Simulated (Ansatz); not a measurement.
# CH5AlO: the cost of one run

All numbers below are computed with Ansatz 0.2.0 (UKS PBE0-D4/6-31G*).

**1. The system as given**

Bond lengths: Al1–O2 2.181 Å, Al1–C4 2.029 Å, O2–H5 0.976 Å, C4–H6 1.100 Å, C4–H7 1.103 Å, C4–H8 1.099 Å. Angles: Al1–O2–H5 164.6°, O2–Al1–C4 164.6°, Al1–C4–H6 110.9°, Al1–C4–H7 114.4°, Al1–C4–H8 114.3°, H6–C4–H7 105.6°, H6–C4–H8 105.4°, H7–C4–H8 105.5°.

Coordinates:

```xyz
8

Al   -0.1348   -0.1514   -0.2893
O     0.5297   -1.2718   -2.0387
H    -0.4300   -1.8054   -1.3724
C    -0.2270    1.0252    1.3610
H     1.0095   -1.5850   -2.8290
H    -0.3769    0.4197    2.2665
H     0.6832    1.6195    1.5478
H    -1.0535    1.7493    1.3540
```

**2. A restrained relaxation towards end A**

Springs on the bonds that form and break draw the guess towards this end; the thresholds are loose.

File input.yaml:

```yaml
crystal:
  periodic: [false, false, false]
  atoms:
    - { symbol: Al, position_ang: [-0.1348, -0.1514, -0.2893] }
    - { symbol: O, position_ang: [0.5297, -1.2718, -2.0387] }
    - { symbol: H, position_ang: [-0.43, -1.8054, -1.3724] }
    - { symbol: C, position_ang: [-0.227, 1.0252, 1.361] }
    - { symbol: H, position_ang: [1.0095, -1.585, -2.829] }
    - { symbol: H, position_ang: [-0.3769, 0.4197, 2.2665] }
    - { symbol: H, position_ang: [0.6832, 1.6195, 1.5478] }
    - { symbol: H, position_ang: [-1.0535, 1.7493, 1.354] }
magnetization:
  spin_polarized: true
basis:
  gaussian: { orbitals: "6-31G*" }
hamiltonian:
  xc: pbe0
  dispersion: d4
relax:
  f_tol: 0.15
  max_steps: 25
  restrain:
    - { distance: [2, 1], at: 2.27, k: 30.0 }
    - { distance: [0, 1], at: 1.87, k: 30.0 }
    - { distance: [0, 2], at: 1.52, k: 30.0 }
```

Launch:

```sh
> ansatz run input.yaml --threads 2 --pin off --max-ram 3072MiB --backend cpu --events-out ev --progress --plain --runs-dir out
```

Q: Estimate wall time and peak memory on 2 threads of AMD EPYC 7R43 (Zen 3), shared host.

About 18 s, with a peak of 0.18 GiB.
